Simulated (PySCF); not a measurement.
**Electronic absorption of [C5H6F]+**

Compound: C5H6F (charge +1).
SMILES: `C[C+]1C=C1CF`

Level of theory: TDDFT PBE0/def2-SVPD, vertical, gas phase, core orbitals frozen in the response (PySCF). The structure is a single PBE0-D3(BJ)/def2-SVP conformer in the gas phase; no vibrational or solvent corrections. Torsions of this conformer, `[CH3:1][c+:2]1[cH:3][c:4]1[CH2:5][F:6]`: C3–C4–C5–F6 180°.

Predict the UV-vis stick spectrum at this level.

```csv
state,E (eV),E (hartree),f,|μ| (D),"main configurations (H = HOMO, L = LUMO)"
S1,6.62,0.2434,0.0003,0.11,H-1→L (91%)
S2,6.79,0.2494,0.0027,0.33,"H-1→L+1 (84%), H-2→L+1 (9%)"
S3,6.96,0.2557,0.095,1.89,H→L (94%)
S4,7.25,0.2664,0.0000,0.03,"H-2→L (74%), H-4→L (18%)"
S5,7.28,0.2676,0.096,1.87,H→L+1 (95%)
S6,7.58,0.2785,0.0003,0.11,"H-2→L+1 (75%), H-4→L+1 (11%)"
S7,8.22,0.3021,0.0018,0.24,"H-4→L (74%), H-2→L (20%)"
S8,8.37,0.3074,0.038,1.10,H-3→L (95%)
S9,8.54,0.3138,0.0013,0.20,"H-4→L+1 (86%), H-2→L+1 (10%)"
S10,8.61,0.3164,0.247,2.75,H-3→L+1 (95%)
```

Triplets, Tamm–Dancoff:

```json
{"state": "T1", "E (eV)": "6.01", "λ (nm)": "206.4", "main configurations (H = HOMO, L = LUMO)": "H→L (72%), H-3→L (18%)"}
{"state": "T2", "E (eV)": "6.19", "λ (nm)": "200.2", "main configurations (H = HOMO, L = LUMO)": "H-1→L (90%)"}
{"state": "T3", "E (eV)": "6.32", "λ (nm)": "196.1", "main configurations (H = HOMO, L = LUMO)": "H-1→L+1 (81%), H-2→L+1 (12%)"}
{"state": "T4", "E (eV)": "6.43", "λ (nm)": "192.9", "main configurations (H = HOMO, L = LUMO)": "H→L+1 (77%), H-3→L+1 (14%)"}
```

The lowest singlet comes at 187 nm (639 kJ/mol) in the vacuum ultraviolet; it is dark (f under 0.0005); its leading configuration is HOMO-1→LUMO (91%). The most intense listed level is S10 at 8.61 eV (144 nm, f = 0.247), 1.99 eV above S1. It is the last of those listed, so stronger ones may follow. Löwdin shares by element: HOMO fluorine 44%, carbon 20% or more, hydrogen 18% or more (atoms not listed hold the other 18%); LUMO carbon 84% or more, hydrogen 6% or more. The listed states span 1.99 eV, and the widest gap between neighbours is 0.64 eV (S6 to S7). Of the 10 states listed, 4 reach f = 0.01 and 3 stay under 0.0005. The oscillator strengths of these states sum to 0.483; summed over the whole spectrum of an exact calculation they would give the number of electrons, 44 (Thomas–Reiche–Kuhn). The vertical ionisation energy (ΔSCF) is 17.24 eV, 8.63 eV above S10. Only the lowest 10 singlets were computed, as vertical energies without vibronic structure.
